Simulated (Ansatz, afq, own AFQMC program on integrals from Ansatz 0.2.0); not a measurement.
**HfH, doublet in def2-TZVP, levels against full CI**

```xyz
2

Hf    0.0000    0.0000    0.0000
H     0.0000    0.0000    1.4990
```

Basis def2-TZVP with its core potentials. Noble-gas cores (and the filled d shells of Ga–Kr and In–Xe) are frozen. AFQMC by an in-house program on the Cholesky factors that Ansatz 0.2.0 writes for its CCSD(T) run. The CISD trial takes its coefficients from CCSD amplitudes. Released means that phaseless walkers are propagated on without the constraint, phases kept. Error bars are statistical, one sigma. No spin–orbit coupling. The metal's outer-core s and p shells are frozen, which shifts wave-function levels against functionals.

Determinant: UHF, the one that the program's search chose, which needn't be the lowest solution. The geometry is a point of a scan.

Full CI on the same integrals is exact in this basis and with this determinant's frozen core.

Cautions: no spin-orbit coupling; outer-core shells of the metal frozen; an unrestricted solution with more broken spin lies lower (60 meV, ⟨S²⟩ 1.20); strong correlation (T1 0.074, weight of the determinant 0.84, largest double 0.13); unrestricted determinant spin contaminated (⟨S²⟩ 0.97 against 0.75); the released energies are still falling, so no released level is given (meV from the phaseless value at times in 1/Eh: -8.8 ± 1.8 at 0.60, -12.1 ± 1.3 at 1.20, -14.2 ± 1.7 at 2.00, -17.3 ± 2.1 at 3.00, -21 ± 3 at 4.20); CCSDTQ on the ROHF determinant differs (29 meV higher), by its state or its frozen core.

The T1 diagnostic is 0.0742, the weight of the determinant in the CISD state is 0.840 and the ⟨S²⟩ of the determinant is 0.968. The size of the correlated space is 5 electrons in 42 orbitals.

| level | correlation energy (eV) |
| --- | --- |
| MP2 | -1.6768 |
| CCSD | -2.3092 |
| CCSD(T) | -2.3878 |

Problem. Estimate where full CI lies against CCSD(T) on the same integrals.

Solution. 3.3 kJ/mol below CCSD(T).

Reference: full CI, correlation energy -2.422 eV. The cautions show a poor starting determinant, so the rows tell how each method copes with it here, and full CI is the sure value.

| level | E − E(reference) (kJ/mol) | share of correlation (%) |
| --- | --- | --- |
| CCSD(T) | 3.3 | 98.59 |
| CCSDT | 0.4 | 99.83 |
| CCSDT(Q) | 0.1 | 99.98 |
| CCSDTQ | 0.0 | 100.00 |
| ph-AFQMC/CISD | 2.8 ± 0.2 | 98.81 |

CCSDT and higher add their correlation energy to the determinant of the CCSD(T) run, since their own runs factorise the integrals more tightly (a shift of under 2 meV).
